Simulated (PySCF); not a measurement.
C₂H₂O, SMILES C=C=O, point group C2v.

Level: PBE0/pcSseg-2 in PySCF (density fitting, grid level 2); geometry and Hessian at that level, cubic constants and property derivatives from steps of ±0.6 along each species' dimensionless normal coordinates, second-order vibrational perturbation theory. The parent has the commonest isotopes.

Equilibrium geometry in the parent's principal axes a, b, c (Å):

```csv
atom,a,b,c
C1,-1.29,0.00,0.00
C2,0.02,0.00,0.00
O3,1.18,0.00,0.00
H4,-1.82,0.94,0.00
H5,-1.82,-0.94,0.00
```

Ground-state constants (MHz). Parent: 283045.8, 10370.5, 9988.4. A species with one ¹³C: 283026.4, 10370.7, 9988.6.

Which position carries the label?

Moments I = 505379/B are 1.7855, 48.7322, 50.5966 and 1.7856, 48.7313, 50.5957 u Å². With M = 42.0106 u and Δm = 1.0034 u, μ = MΔm/(M + Δm) = 0.9800 u. Kraitchman's equations give |a|, |b|, |c| = 0.032i, 0.006, 0.009 Å. That is C2, whose equilibrium values are 0.021, 0.000, 0.000 Å. An imaginary value marks an atom near a principal plane, where vibrational terms outweigh the coordinate.
